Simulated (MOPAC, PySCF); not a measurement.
CH4, SMILES `C`, neutral singlet in the gas phase. 

Cartesian coordinates (Å):
```xyz
5

C      0.0000     0.0000     0.0000
H      0.4714     0.7689    -0.6115
H      0.7598    -0.5104     0.5912
H     -0.5024    -0.7200    -0.6454
H     -0.7288     0.4615     0.6657
```
Charge 0, spin multiplicity 1.

All levels are single points at this geometry (PBE0-D3(BJ)/def2-TZVP); Pople sets use spherical d functions. Orbital energies aren't observables, and empty levels follow the basis.

AM1 in MOPAC gives HOMO (eV) = -13.42.

Question: Estimate the HOMO (eV) from each of these levels: PBE-D3(BJ)/def2-TZVP in PySCF; TPSSh-D3(BJ)/def2-TZVP in PySCF; B3LYP/3-21G in PySCF; B3LYP/6-31G* in PySCF; HF/STO-3G in PySCF; PM3 in MOPAC; PM6 in MOPAC; PM7 in MOPAC.

Answer: 
```csv
level,HOMO (eV)
PBE-D3(BJ)/def2-TZVP in PySCF,-9.44
TPSSh-D3(BJ)/def2-TZVP in PySCF,-10.24
B3LYP/3-21G in PySCF,-10.60
B3LYP/6-31G* in PySCF,-10.61
HF/STO-3G in PySCF,-14.09
PM3 in MOPAC,-13.63
PM6 in MOPAC,-13.64
PM7 in MOPAC,-13.70
```
